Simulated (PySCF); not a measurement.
Cartesian coordinates (Å):
```xyz
1

F      0.0000     0.0000     0.0000
```
Charge 0, spin multiplicity 2.

**Question.** Give the total energy, highest occupied spin orbital and dipole moment at the level PySCF with PBE0-D4/def2-TZVP.

**Answer.** 
The total energy is -99.6762 Ha, the highest occupied spin orbital is -12.46 eV and the dipole moment comes out as 0.00 D.
